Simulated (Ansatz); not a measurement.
# SiH₃+ (triplet): wB97M-V, B2PLYP over a scan of the distance Si1–H3, cc-pVDZ, part 2 of 2

Ansatz 0.2.0, Gaussian basis; cc-pVDZ, all electrons in the functionals, frozen cores in the correlation of double hybrids and RPA. Earlier steps stand in the parts before.

## (12) wB97M-V, 5.866 Å

Contents of in.yaml:

```yaml
crystal:
  periodic: [false, false, false]
  atoms:
    - {symbol: Si, position_ang: [-0.035055, 0.099361, -0.205349]}
    - {symbol: H, position_ang: [-0.035055, -1.193786, -0.950081]}
    - {symbol: H, position_ang: [1.486218, -1.276791, 5.290275]}
    - {symbol: H, position_ang: [-0.474376, -0.298051, 1.381705]}
basis:
  gaussian: {orbitals: cc-pVDZ}
total_charge: 1
magnetization: {spin_polarized: true, initial_magnetization: 2}
hamiltonian: {xc: {name: wB97M-V}}
output: {forces: true, orbitals: {seedname: orbitals}}
```

Command:

```
$ ansatz run in.yaml --threads 1 --pin off --events-out ev --progress --plain --max-ram 2393MiB
```

Log, shortened:

```text
Functional definition: wB97M-V
  name "wB97M-V"
  cite "Mardirossian & Head-Gordon, J. Chem. Phys. 144, 214110 (2016) doi:10.1063/1.4952647"
  cite "Becke, J. Chem. Phys. 107, 8554 (1997) doi:10.1063/1.475007"
  cite "Vydrov & Van Voorhis, J. Chem. Phys. 133, 244103 (2010) doi:10.1063/1.3521275"
  # Of w^i u^j: cxij and so on, Table III.
[...]
  gx(w, u) = 1 - cx + cx01*u + cx10*w
  gss(w, u) = css00 + css04*u^4 + css10*w + css20*w^2 + css43*w^4*u^3
  gos(w, u) = cos00 + cos10*w + (cos20 + cos21*u)*w^2 + (cos60 + cos61*u)*w^6
[...]
      + integral(e_c_pw_mod_opposite_spin*gos(b97_w_opposite, b97_u_opposite)) + vv10(b, c)
314 factors; integrals over basis functions are off by at most 1.2e-3 eV
123 factors; integrals over basis functions are off by at most 1.3e-4 eV
[...]
mean field -7911.09390675 eV, -290.7273387409 hartree, gradient 7.8e-5 eV, S^2 2.003022; 0 other end points of the search recorded, 0 dependent functions left out
[...]
reference -7911.09394781 eV, -290.7273402499 hartree; 9, 7 occupied and 24, 26 virtual orbitals, 314 factors
Total energy: -7911.09394781 eV, -290.7273402499 hartree
Atom 0 at    -0.035055     0.099361    -0.205349 Å, force    -0.706937    -0.959758     2.370873 eV/Å
Atom 1 at    -0.035055    -1.193786    -0.950081 Å, force     0.134069     0.046554    -0.527492 eV/Å
Atom 2 at     1.486218    -1.276791     5.290275 Å, force    -0.001210     0.000682    -0.002669 eV/Å
Atom 3 at    -0.474376    -0.298051     1.381705 Å, force     0.574079     0.912521    -1.840711 eV/Å
Dipole moment:    -0.078481     0.120030    -0.338596 e Å
```

Wall time 2 s (1 thread of AMD EPYC 7B13, shared host).

From the report: ⟨S²⟩ of the determinant 2.003 (pure triplet: 2.00).

From 1.694 Å: +1.382 eV.

## (13) B2PLYP, 1.372 Å

Contents of in.yaml:

```yaml
crystal:
  periodic: [false, false, false]
  atoms:
    - {symbol: Si, position_ang: [0.002706, 0.065203, -0.068937]}
    - {symbol: H, position_ang: [0.002706, -1.227944, -0.813669]}
    - {symbol: H, position_ang: [0.358517, -0.256666, 1.216436]}
    - {symbol: H, position_ang: [-0.436615, -0.332209, 1.518117]}
basis:
  gaussian: {orbitals: cc-pVDZ}
total_charge: 1
magnetization: {spin_polarized: true, initial_magnetization: 2}
hamiltonian: {xc: {name: B2PLYP}}
correlation: {electrons: outside_noble_gas}
```

The command is unchanged.

Log, shortened:

```text
Functional definition: B2PLYP
  name "B2PLYP"
  cite "Grimme, J. Chem. Phys. 124, 034108 (2006) doi:10.1063/1.2148954"
  cite "Becke, Phys. Rev. A 38, 3098 (1988) doi:10.1103/PhysRevA.38.3098"
  cite "Lee, Yang & Parr, Phys. Rev. B 37, 785 (1988) doi:10.1103/PhysRevB.37.785"
[...]
313 factors; integrals over basis functions are off by at most 1.2e-3 eV
[...]
mean field -7908.54293536 eV, -290.6335922716 hartree, gradient 2.9e-6 eV, S^2 2.003756; 0 other end points of the search recorded, 0 dependent functions left out
5 core orbitals not correlated: weight in the atoms' cores, before any rotation towards them, 1.000 or more for the frozen orbitals, at most 0.000 for the correlated occupied ones
reference -7908.54304347 eV, -290.6335962446 hartree; 4, 2 occupied and 24, 26 virtual orbitals, 313 factors
second order -2.64635117 eV of doubles, -0.00000000 eV of singles
Total energy: -7909.25755829 eV, -290.6598541798 hartree
```

Wall time 0.6 s (1 thread of AMD EPYC 7B13, shared host).

From the report: ⟨S²⟩ of the determinant 2.004 (pure triplet: 2.00).

## (14) B2PLYP, 1.491 Å

Contents of in.yaml:

```yaml
crystal:
  periodic: [false, false, false]
  atoms:
    - {symbol: Si, position_ang: [0.001706, 0.066107, -0.072549]}
    - {symbol: H, position_ang: [0.001706, -1.227040, -0.817281]}
    - {symbol: H, position_ang: [0.388378, -0.283679, 1.324310]}
    - {symbol: H, position_ang: [-0.437615, -0.331305, 1.514505]}
basis:
  gaussian: {orbitals: cc-pVDZ}
total_charge: 1
magnetization: {spin_polarized: true, initial_magnetization: 2}
hamiltonian: {xc: {name: B2PLYP}}
correlation: {electrons: outside_noble_gas}
```

Same command.

Log, shortened:

```text
Functional definition: B2PLYP
  name "B2PLYP"
  cite "Grimme, J. Chem. Phys. 124, 034108 (2006) doi:10.1063/1.2148954"
  cite "Becke, Phys. Rev. A 38, 3098 (1988) doi:10.1103/PhysRevA.38.3098"
  cite "Lee, Yang & Parr, Phys. Rev. B 37, 785 (1988) doi:10.1103/PhysRevB.37.785"
[...]
313 factors; integrals over basis functions are off by at most 1.3e-3 eV
[...]
mean field -7908.98280378 eV, -290.6497571377 hartree, gradient 9.9e-6 eV, S^2 2.003714; 0 other end points of the search recorded, 0 dependent functions left out
5 core orbitals not correlated: weight in the atoms' cores, before any rotation towards them, 1.000 or more for the frozen orbitals, at most 0.000 for the correlated occupied ones
reference -7908.98291257 eV, -290.6497611359 hartree; 4, 2 occupied and 24, 26 virtual orbitals, 313 factors
second order -2.63688267 eV of doubles, -0.00000000 eV of singles
Total energy: -7909.69487089 eV, -290.6759251216 hartree
```

It took 0.69 s on 1 thread of AMD EPYC 7B13, shared host.

From the report: ⟨S²⟩ of the determinant 2.004 (pure triplet: 2.00).

## (15) B2PLYP, 1.694 Å

Contents of in.yaml:

```yaml
crystal:
  periodic: [false, false, false]
  atoms:
    - {symbol: Si, position_ang: [0.000000, 0.067650, -0.078712]}
    - {symbol: H, position_ang: [0.000000, -1.225497, -0.823444]}
    - {symbol: H, position_ang: [0.439321, -0.329762, 1.508342]}
    - {symbol: H, position_ang: [-0.439321, -0.329762, 1.508342]}
basis:
  gaussian: {orbitals: cc-pVDZ}
total_charge: 1
magnetization: {spin_polarized: true, initial_magnetization: 2}
hamiltonian: {xc: {name: B2PLYP}}
correlation: {electrons: outside_noble_gas}
```

The command is unchanged.

Log, shortened:

```text
Functional definition: B2PLYP
  name "B2PLYP"
  cite "Grimme, J. Chem. Phys. 124, 034108 (2006) doi:10.1063/1.2148954"
  cite "Becke, Phys. Rev. A 38, 3098 (1988) doi:10.1103/PhysRevA.38.3098"
  cite "Lee, Yang & Parr, Phys. Rev. B 37, 785 (1988) doi:10.1103/PhysRevB.37.785"
[...]
315 factors; integrals over basis functions are off by at most 1.2e-3 eV
[...]
mean field -7909.22903399 eV, -290.6588059313 hartree, gradient 2.2e-6 eV, S^2 2.003918; 0 other end points of the search recorded, 0 dependent functions left out
5 core orbitals not correlated: weight in the atoms' cores, before any rotation towards them, 1.000 or more for the frozen orbitals, at most 0.000 for the correlated occupied ones
reference -7909.22914383 eV, -290.6588099676 hartree; 4, 2 occupied and 24, 26 virtual orbitals, 315 factors
second order -2.64452204 eV of doubles, -0.00000000 eV of singles
Total energy: -7909.94316478 eV, -290.6850497535 hartree
```

Run time: 0.63 s. Hardware: 1 thread of AMD EPYC 7B13, shared host.

From the report: ⟨S²⟩ of the determinant 2.004 (pure triplet: 2.00).

## (16) B2PLYP, 1.896 Å

Contents of in.yaml:

```yaml
crystal:
  periodic: [false, false, false]
  atoms:
    - {symbol: Si, position_ang: [-0.001697, 0.069185, -0.084843]}
    - {symbol: H, position_ang: [-0.001697, -1.223962, -0.829575]}
    - {symbol: H, position_ang: [0.490007, -0.375612, 1.691445]}
    - {symbol: H, position_ang: [-0.441018, -0.328227, 1.502211]}
basis:
  gaussian: {orbitals: cc-pVDZ}
total_charge: 1
magnetization: {spin_polarized: true, initial_magnetization: 2}
hamiltonian: {xc: {name: B2PLYP}}
correlation: {electrons: outside_noble_gas}
```

Same command.

Log, shortened:

```text
Functional definition: B2PLYP
  name "B2PLYP"
  cite "Grimme, J. Chem. Phys. 124, 034108 (2006) doi:10.1063/1.2148954"
  cite "Becke, Phys. Rev. A 38, 3098 (1988) doi:10.1103/PhysRevA.38.3098"
  cite "Lee, Yang & Parr, Phys. Rev. B 37, 785 (1988) doi:10.1103/PhysRevB.37.785"
[...]
314 factors; integrals over basis functions are off by at most 1.3e-3 eV
[...]
mean field -7909.09324967 eV, -290.6538159493 hartree, gradient 4.9e-6 eV, S^2 2.004512; 0 other end points of the search recorded, 0 dependent functions left out
5 core orbitals not correlated: weight in the atoms' cores, before any rotation towards them, 1.000 or more for the frozen orbitals, at most 0.000 for the correlated occupied ones
reference -7909.09336067 eV, -290.6538200286 hartree; 4, 2 occupied and 24, 26 virtual orbitals, 314 factors
second order -2.68544421 eV of doubles, -0.00000000 eV of singles
Total energy: -7909.81843061 eV, -290.6804658574 hartree
```

Run time: 0.6 s. Hardware: 1 thread of AMD EPYC 7B13, shared host.

From the report: ⟨S²⟩ of the determinant 2.005 (pure triplet: 2.00).

From 1.694 Å: +0.125 eV.

## (17) B2PLYP, 2.050 Å

Contents of in.yaml:

```yaml
crystal:
  periodic: [false, false, false]
  atoms:
    - {symbol: Si, position_ang: [-0.002991, 0.070356, -0.089517]}
    - {symbol: H, position_ang: [-0.002991, -1.222791, -0.834249]}
    - {symbol: H, position_ang: [0.528651, -0.410570, 1.831047]}
    - {symbol: H, position_ang: [-0.442312, -0.327056, 1.497537]}
basis:
  gaussian: {orbitals: cc-pVDZ}
total_charge: 1
magnetization: {spin_polarized: true, initial_magnetization: 2}
hamiltonian: {xc: {name: B2PLYP}}
correlation: {electrons: outside_noble_gas}
```

Launched as before.

Log, shortened:

```text
Functional definition: B2PLYP
  name "B2PLYP"
  cite "Grimme, J. Chem. Phys. 124, 034108 (2006) doi:10.1063/1.2148954"
  cite "Becke, Phys. Rev. A 38, 3098 (1988) doi:10.1103/PhysRevA.38.3098"
  cite "Lee, Yang & Parr, Phys. Rev. B 37, 785 (1988) doi:10.1103/PhysRevB.37.785"
[...]
315 factors; integrals over basis functions are off by at most 1.3e-3 eV
[...]
mean field -7908.82009259 eV, -290.6437776119 hartree, gradient 9.0e-6 eV, S^2 2.006210; 0 other end points of the search recorded, 0 dependent functions left out
5 core orbitals not correlated: weight in the atoms' cores, before any rotation towards them, 1.000 or more for the frozen orbitals, at most 0.000 for the correlated occupied ones
reference -7908.82020511 eV, -290.6437817469 hartree; 4, 2 occupied and 24, 26 virtual orbitals, 315 factors
second order -2.73268025 eV of doubles, -0.00000000 eV of singles
Total energy: -7909.55802878 eV, -290.6708962666 hartree
```

It took 0.66 s on 1 thread of AMD EPYC 7B13, shared host.

From the report: ⟨S²⟩ of the determinant 2.006 (pure triplet: 2.00).

From 1.694 Å: +0.385 eV.

## (18) B2PLYP, 2.314 Å

Contents of in.yaml:

```yaml
crystal:
  periodic: [false, false, false]
  atoms:
    - {symbol: Si, position_ang: [-0.005209, 0.072363, -0.097531]}
    - {symbol: H, position_ang: [-0.005209, -1.220784, -0.842263]}
    - {symbol: H, position_ang: [0.594897, -0.470497, 2.070365]}
    - {symbol: H, position_ang: [-0.444530, -0.325049, 1.489523]}
basis:
  gaussian: {orbitals: cc-pVDZ}
total_charge: 1
magnetization: {spin_polarized: true, initial_magnetization: 2}
hamiltonian: {xc: {name: B2PLYP}}
correlation: {electrons: outside_noble_gas}
```

Same command.

Log, shortened:

```text
Functional definition: B2PLYP
  name "B2PLYP"
  cite "Grimme, J. Chem. Phys. 124, 034108 (2006) doi:10.1063/1.2148954"
  cite "Becke, Phys. Rev. A 38, 3098 (1988) doi:10.1103/PhysRevA.38.3098"
  cite "Lee, Yang & Parr, Phys. Rev. B 37, 785 (1988) doi:10.1103/PhysRevB.37.785"
[...]
318 factors; integrals over basis functions are off by at most 1.2e-3 eV
[...]
mean field -7908.22148371 eV, -290.6217791414 hartree, gradient 3.0e-6 eV, S^2 2.022671; 0 other end points of the search recorded, 0 dependent functions left out
5 core orbitals not correlated: weight in the atoms' cores, before any rotation towards them, 1.000 or more for the frozen orbitals, at most 0.000 for the correlated occupied ones
reference -7908.22160054 eV, -290.6217834348 hartree; 4, 2 occupied and 24, 26 virtual orbitals, 318 factors
second order -2.76148972 eV of doubles, -0.00000000 eV of singles
Total energy: -7908.96720277 eV, -290.6491838112 hartree
```

It took 0.69 s on 1 thread of AMD EPYC 7B13, shared host.

From the report: ⟨S²⟩ of the determinant 2.023 (pure triplet: 2.00).

From 1.694 Å: +0.976 eV.

## (19) B2PLYP, 2.757 Å

Contents of in.yaml:

```yaml
crystal:
  periodic: [false, false, false]
  atoms:
    - {symbol: Si, position_ang: [-0.008932, 0.075730, -0.110978]}
    - {symbol: H, position_ang: [-0.008932, -1.217417, -0.855710]}
    - {symbol: H, position_ang: [0.706062, -0.571057, 2.471947]}
    - {symbol: H, position_ang: [-0.448253, -0.321682, 1.476076]}
basis:
  gaussian: {orbitals: cc-pVDZ}
total_charge: 1
magnetization: {spin_polarized: true, initial_magnetization: 2}
hamiltonian: {xc: {name: B2PLYP}}
correlation: {electrons: outside_noble_gas}
```

Launched as before.

Log, shortened:

```text
Functional definition: B2PLYP
  name "B2PLYP"
  cite "Grimme, J. Chem. Phys. 124, 034108 (2006) doi:10.1063/1.2148954"
  cite "Becke, Phys. Rev. A 38, 3098 (1988) doi:10.1103/PhysRevA.38.3098"
  cite "Lee, Yang & Parr, Phys. Rev. B 37, 785 (1988) doi:10.1103/PhysRevB.37.785"
[...]
316 factors; integrals over basis functions are off by at most 1.2e-3 eV
[...]
mean field -7907.83109290 eV, -290.6074325436 hartree, gradient 8.1e-6 eV, S^2 2.017701; 0 other end points of the search recorded, 0 dependent functions left out
5 core orbitals not correlated: weight in the atoms' cores, before any rotation towards them, 1.000 or more for the frozen orbitals, at most 0.000 for the correlated occupied ones
reference -7907.83122062 eV, -290.6074372373 hartree; 4, 2 occupied and 24, 26 virtual orbitals, 316 factors
second order -2.42073909 eV of doubles, -0.00000000 eV of singles
Total energy: -7908.48482017 eV, -290.6314565779 hartree
```

Wall time 0.7 s (1 thread of AMD EPYC 7B13, shared host).

From the report: ⟨S²⟩ of the determinant 2.018 (pure triplet: 2.00).

From 1.694 Å: +1.458 eV.

## (20) B2PLYP, 3.184 Å

Contents of in.yaml:

```yaml
crystal:
  periodic: [false, false, false]
  atoms:
    - {symbol: Si, position_ang: [-0.012520, 0.078975, -0.123939]}
    - {symbol: H, position_ang: [-0.012520, -1.214172, -0.868671]}
    - {symbol: H, position_ang: [0.813211, -0.667985, 2.859025]}
    - {symbol: H, position_ang: [-0.451841, -0.318437, 1.463115]}
basis:
  gaussian: {orbitals: cc-pVDZ}
total_charge: 1
magnetization: {spin_polarized: true, initial_magnetization: 2}
hamiltonian: {xc: {name: B2PLYP}}
correlation: {electrons: outside_noble_gas}
```

Launched as before.

Log, shortened:

```text
Functional definition: B2PLYP
  name "B2PLYP"
  cite "Grimme, J. Chem. Phys. 124, 034108 (2006) doi:10.1063/1.2148954"
  cite "Becke, Phys. Rev. A 38, 3098 (1988) doi:10.1103/PhysRevA.38.3098"
  cite "Lee, Yang & Parr, Phys. Rev. B 37, 785 (1988) doi:10.1103/PhysRevB.37.785"
[...]
316 factors; integrals over basis functions are off by at most 1.2e-3 eV
[...]
mean field -7907.92520800 eV, -290.6108912099 hartree, gradient 6.6e-6 eV, S^2 2.006707; 0 other end points of the search recorded, 0 dependent functions left out
5 core orbitals not correlated: weight in the atoms' cores, before any rotation towards them, 1.000 or more for the frozen orbitals, at most 0.000 for the correlated occupied ones
reference -7907.92534138 eV, -290.6108961114 hartree; 4, 2 occupied and 24, 26 virtual orbitals, 316 factors
second order -2.27730811 eV of doubles, -0.00000000 eV of singles
Total energy: -7908.54021457 eV, -290.6334922844 hartree
```

Wall time 0.76 s (1 thread of AMD EPYC 7B13, shared host).

From the report: ⟨S²⟩ of the determinant 2.007 (pure triplet: 2.00).

From 1.694 Å: +1.403 eV.

## (21) B2PLYP, 3.649 Å

Contents of in.yaml:

```yaml
crystal:
  periodic: [false, false, false]
  atoms:
    - {symbol: Si, position_ang: [-0.016427, 0.082510, -0.138054]}
    - {symbol: H, position_ang: [-0.016427, -1.210637, -0.882786]}
    - {symbol: H, position_ang: [0.929896, -0.773538, 3.280551]}
    - {symbol: H, position_ang: [-0.455748, -0.314902, 1.449000]}
basis:
  gaussian: {orbitals: cc-pVDZ}
total_charge: 1
magnetization: {spin_polarized: true, initial_magnetization: 2}
hamiltonian: {xc: {name: B2PLYP}}
correlation: {electrons: outside_noble_gas}
```

Same command.

Log, shortened:

```text
Functional definition: B2PLYP
  name "B2PLYP"
  cite "Grimme, J. Chem. Phys. 124, 034108 (2006) doi:10.1063/1.2148954"
  cite "Becke, Phys. Rev. A 38, 3098 (1988) doi:10.1103/PhysRevA.38.3098"
  cite "Lee, Yang & Parr, Phys. Rev. B 37, 785 (1988) doi:10.1103/PhysRevB.37.785"
[...]
317 factors; integrals over basis functions are off by at most 1.2e-3 eV
[...]
mean field -7907.98818909 eV, -290.6132057221 hartree, gradient 5.8e-6 eV, S^2 2.007233; 0 other end points of the search recorded, 0 dependent functions left out
5 core orbitals not correlated: weight in the atoms' cores, before any rotation towards them, 1.000 or more for the frozen orbitals, at most 0.000 for the correlated occupied ones
reference -7907.98833131 eV, -290.6132109487 hartree; 4, 2 occupied and 24, 26 virtual orbitals, 317 factors
second order -2.22912697 eV of doubles, -0.00000000 eV of singles
Total energy: -7908.59019559 eV, -290.6353290531 hartree
```

Run time: 0.72 s. Hardware: 1 thread of AMD EPYC 7B13, shared host.

From the report: ⟨S²⟩ of the determinant 2.007 (pure triplet: 2.00).

From 1.694 Å: +1.353 eV.

## (22) B2PLYP, 4.539 Å

Contents of in.yaml:

```yaml
crystal:
  periodic: [false, false, false]
  atoms:
    - {symbol: Si, position_ang: [-0.023905, 0.089275, -0.165069]}
    - {symbol: H, position_ang: [-0.023905, -1.203872, -0.909801]}
    - {symbol: H, position_ang: [1.153228, -0.975565, 4.087341]}
    - {symbol: H, position_ang: [-0.463226, -0.308137, 1.421985]}
basis:
  gaussian: {orbitals: cc-pVDZ}
total_charge: 1
magnetization: {spin_polarized: true, initial_magnetization: 2}
hamiltonian: {xc: {name: B2PLYP}}
correlation: {electrons: outside_noble_gas}
```

The command is unchanged.

Log, shortened:

```text
Functional definition: B2PLYP
  name "B2PLYP"
  cite "Grimme, J. Chem. Phys. 124, 034108 (2006) doi:10.1063/1.2148954"
  cite "Becke, Phys. Rev. A 38, 3098 (1988) doi:10.1103/PhysRevA.38.3098"
  cite "Lee, Yang & Parr, Phys. Rev. B 37, 785 (1988) doi:10.1103/PhysRevB.37.785"
[...]
315 factors; integrals over basis functions are off by at most 1.2e-3 eV
[...]
mean field -7908.00464555 eV, -290.6138104857 hartree, gradient 3.5e-6 eV, S^2 2.008278; 1 other end points of the search recorded, 0 dependent functions left out
5 core orbitals not correlated: weight in the atoms' cores, before any rotation towards them, 1.000 or more for the frozen orbitals, at most 0.000 for the correlated occupied ones
reference -7908.00480425 eV, -290.6138163179 hartree; 4, 2 occupied and 24, 26 virtual orbitals, 315 factors
second order -2.20752788 eV of doubles, -0.00000000 eV of singles
Total energy: -7908.60083677 eV, -290.6357201092 hartree
```

Run time: 0.91 s. Hardware: 1 thread of AMD EPYC 7B13, shared host.

From the report: ⟨S²⟩ of the determinant 2.008 (pure triplet: 2.00).

From 1.694 Å: +1.342 eV.

## (23) B2PLYP, 5.866 Å

Contents of in.yaml:

```yaml
crystal:
  periodic: [false, false, false]
  atoms:
    - {symbol: Si, position_ang: [-0.035055, 0.099361, -0.205349]}
    - {symbol: H, position_ang: [-0.035055, -1.193786, -0.950081]}
    - {symbol: H, position_ang: [1.486218, -1.276791, 5.290275]}
    - {symbol: H, position_ang: [-0.474376, -0.298051, 1.381705]}
basis:
  gaussian: {orbitals: cc-pVDZ}
total_charge: 1
magnetization: {spin_polarized: true, initial_magnetization: 2}
hamiltonian: {xc: {name: B2PLYP}}
correlation: {electrons: outside_noble_gas}
```

The command is unchanged.

Log, shortened:

```text
Functional definition: B2PLYP
  name "B2PLYP"
  cite "Grimme, J. Chem. Phys. 124, 034108 (2006) doi:10.1063/1.2148954"
  cite "Becke, Phys. Rev. A 38, 3098 (1988) doi:10.1103/PhysRevA.38.3098"
  cite "Lee, Yang & Parr, Phys. Rev. B 37, 785 (1988) doi:10.1103/PhysRevB.37.785"
[...]
314 factors; integrals over basis functions are off by at most 1.2e-3 eV
[...]
mean field -7908.00219765 eV, -290.6137205272 hartree, gradient 3.0e-6 eV, S^2 2.008450; 2 other end points of the search recorded, 0 dependent functions left out
5 core orbitals not correlated: weight in the atoms' cores, before any rotation towards them, 1.000 or more for the frozen orbitals, at most 0.000 for the correlated occupied ones
reference -7908.00236613 eV, -290.6137267189 hartree; 4, 2 occupied and 24, 26 virtual orbitals, 314 factors
second order -2.20426706 eV of doubles, -0.00000000 eV of singles
Total energy: -7908.59751824 eV, -290.6355981554 hartree
```

Run time: 1 s. Hardware: 1 thread of AMD EPYC 7B13, shared host.

From the report: ⟨S²⟩ of the determinant 2.008 (pure triplet: 2.00).

From 1.694 Å: +1.346 eV.

## (24) Against the wave-function levels

The yardstick is full CI for this spin, exact in this basis with these frozen cores. It comes from earlier runs at the same points. Energies in eV, counted from 1.694 Å; blanks weren't run or aren't comparable.

```
  level  1.372 Å  1.491 Å  1.694 Å  1.896 Å  2.050 Å  2.314 Å  2.757 Å  3.184 Å  3.649 Å  4.539 Å  5.866 Å
    FCI    0.707    0.256    0.000    0.129    0.398    1.012    1.543    1.451    1.372    1.345    1.346
wB97M-V    0.676    0.246    0.000    0.119    0.374    0.968    1.499    1.459    1.403    1.376    1.382
 B2PLYP    0.686    0.248    0.000    0.125    0.385    0.976    1.458    1.403    1.353    1.342    1.346
```

Largest miss and mean time a point (FCI took 32 s a point; shared hosts):

```
  level  largest miss (eV)    where  time a point
wB97M-V             -0.044  2.757 Å         2.2 s
 B2PLYP             -0.085  2.757 Å        0.72 s
```

## (25) Results

What follows sums up all 2 parts.

| quantity | value |
| --- | --- |
| span of the FCI curve | 1.543 eV |
| largest miss, wB97M-V | -0.044 eV (2.757 Å) |
| largest miss, B2PLYP | -0.085 eV (2.757 Å) |

**Reading.** Of the functionals, wB97M-V keep the smallest largest miss at the points compared (at most 0.044 eV) and B2PLYP strays most (0.085 eV, at 2.757 Å). Functionals and the yardstick converge differently with the basis, so part of each miss in cc-pVDZ is the basis.
